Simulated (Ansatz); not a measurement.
Reaction (SMILES): Cl[CH2] (CH2-Cl) → C atom + Cl atom + 2 H atom
B3LYP-D3(BJ)/def2-TZVP geometries, fixed; electronic energies without zero-point terms.
Largest species:
```xyz
4

C      0.0123    -0.2448    -1.0869
Cl    -0.0064     0.1282     0.5693
H      0.9694    -0.3350    -1.5718
H     -0.9338    -0.3757    -1.5841
```
Charge 0, spin multiplicity 2.

Basis-set convergence of the atomisation energy at r2SCAN with Ansatz (a quantum-chemistry and plane-wave program). Cartesian d functions, on some or all atoms, in 6-31G*, 6-31+G*, 6-311G**, 6-311+G**; all else is spherical. The program fits the integrals of some runs and decomposes those of others, by size. Open shells are unrestricted. No added dispersion term, no relativity. Functions are those of the species that has most. Reference: the value in pcseg-4, 294.95 kcal/mol, itself unsure by roughly 0.13 kcal/mol (its mean distance from aug-pcseg-3, aug-cc-pV(Q+d)Z, cc-pV(5+d)Z). Deviations are taken from unrounded values.

| basis | functions | atomisation energy (kcal/mol) |
|---|---|---|
| 6-31G* | 38 | 291.33 |
| 6-31+G* | 46 | 289.85 |
| def2-SVP | 42 | 292.84 |
| def2-SVPD | 63 | 293.79 |
| pcseg-1 | 42 | 288.45 |
| aug-pcseg-1 | 68 | 289.70 |
| cc-pV(D+d)Z | 47 | 289.48 |
| aug-cc-pV(D+d)Z | 73 | 290.46 |
| 6-311G** | 57 | 290.68 |
| 6-311+G** | 65 | 290.78 |
| def2-TZVP | 80 | 293.72 |
| def2-TZVPD | 101 | 293.91 |
| pcseg-2 | 92 | 294.15 |
| aug-pcseg-2 | 142 | 294.66 |
| cc-pV(T+d)Z | 97 | 294.22 |
| aug-cc-pV(T+d)Z | 147 | 294.26 |
| def2-TZVPP | 101 | 294.25 |
| def2-TZVPPD | 122 | 294.41 |
| cc-pV(Q+d)Z | 179 | 294.61 |
| aug-cc-pV(Q+d)Z | 261 | 294.66 |
| def2-QZVPP | 187 | 294.54 |
| def2-QZVPPD | 208 | 294.56 |
| pcseg-3 | 190 | 294.95 |
| aug-pcseg-3 | 272 | 294.95 |

What the diffuse functions change, pair by pair:
- 6-31G* to 6-31+G*: 8 more functions, deviation -3.61 to -5.10 kcal/mol
- def2-SVP to def2-SVPD: 21 more functions, deviation -2.11 to -1.16 kcal/mol
- pcseg-1 to aug-pcseg-1: 26 more functions, deviation -6.50 to -5.25 kcal/mol
- cc-pV(D+d)Z to aug-cc-pV(D+d)Z: 26 more functions, deviation -5.46 to -4.49 kcal/mol
- 6-311G** to 6-311+G**: 8 more functions, deviation -4.27 to -4.16 kcal/mol
- def2-TZVP to def2-TZVPD: 21 more functions, deviation -1.23 to -1.03 kcal/mol
- pcseg-2 to aug-pcseg-2: 50 more functions, deviation -0.79 to -0.29 kcal/mol
- cc-pV(T+d)Z to aug-cc-pV(T+d)Z: 50 more functions, deviation -0.72 to -0.68 kcal/mol
- def2-TZVPP to def2-TZVPPD: 21 more functions, deviation -0.69 to -0.53 kcal/mol
- cc-pV(Q+d)Z to aug-cc-pV(Q+d)Z: 82 more functions, deviation -0.34 to -0.29 kcal/mol
- def2-QZVPP to def2-QZVPPD: 21 more functions, deviation -0.40 to -0.39 kcal/mol
- pcseg-3 to aug-pcseg-3: 82 more functions, deviation 0.00 to 0.01 kcal/mol

They bring the value nearer the reference by more than 0.13 kcal/mol in 6 of 12 pairs.
